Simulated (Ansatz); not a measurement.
Species, as SMILES: O (H2O).
Atoms: O1, H2, H3. Bonds: O1-H2, O1-H3.

Basis-set convergence of the lowest harmonic wavenumber at HF with Ansatz (an electronic-structure program). Each level at its own minimum, finite differences of forces, unscaled; the reference is a large set that could be run, not a limit. All functions are spherical. The program fits the integrals of some runs and decomposes those of others, by size. No added dispersion term, no relativity. Reference: the value in aug-cc-pVQZ, 1747 cm⁻¹. Deviations are taken from unrounded values.

```csv
basis,functions
cc-pVDZ,24
def2-SVPD,39
aug-pcseg-1,41
cc-pVTZ,58
def2-TZVPD,58
def2-TZVPPD,74
aug-pcseg-2,92
cc-pVQZ,115
def2-QZVPPD,132
```

Task: Which is the smallest set listed that can be trusted to 10 cm⁻¹ here, that is, within that of the reference together with its larger relatives (same family, alike in diffuse functions; a set with none to test it counts only in the reference's own line)?

Result: The smallest set listed that lies within 10 cm⁻¹ of the reference with all its larger relatives (same family, alike in diffuse functions; a set with none counts only in the reference's own line) is aug-pcseg-1 (41 functions, -6 cm⁻¹ off). Value minus reference: cc-pVDZ 28, def2-SVPD -34, aug-pcseg-1 -6, cc-pVTZ 5, def2-TZVPD -7, def2-TZVPPD -1, aug-pcseg-2 -1, cc-pVQZ 3, def2-QZVPPD 0 cm⁻¹.
